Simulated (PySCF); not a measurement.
## MgH: from constants to spectrum

UHF-CCSD(T) constants of MgH, ²Σ⁺ (doublet), unpaired electrons σ ↑ (PySCF, no relativity, basis sets Mg pcseg-2, H pcseg-2; masses 23.9850 and 1.0078 u):

```
ωe              : 1500.6 cm⁻¹
ωexe            : 29.6 cm⁻¹
Be              : 5.7548 cm⁻¹
αe              : 0.140 cm⁻¹
D (centrifugal) : 0.000339 cm⁻¹
De to Mg + H    : 1.32 eV
```

(1) Give the vibrational terms G(v) and spacings up to v = 6.

(2) How well does the Morse estimate ωe²/(4ωexe) reproduce De, and what is D0?

Measured values (Huber and Herzberg, Constants of Diatomic Molecules (1979)): ωe = 1495.2 cm⁻¹, ωexe = 31.889 cm⁻¹, Be = 5.8257 cm⁻¹, αe = 0.1859 cm⁻¹.

Correlated steps freeze 1 core orbital. The state was picked by a PBE0 search and need not be the measured ground state.

Results:

(1) G(v) = ωe(v+½) − ωexe(v+½)².

```
v  G(v) (cm⁻¹)  G(v) − G(v−1)  Bv (cm⁻¹)
0          743                     5.685
1         2184           1441      5.545
2         3566           1382      5.405
3         4889           1323      5.265
4         6153           1264      5.125
5         7358           1205      4.985
6         8503           1145      4.845
```

(2) It gives 2.36 eV, 179 % of the computed De. D0 = De − G(0) = 1.32 − 0.09 = 1.23 eV.
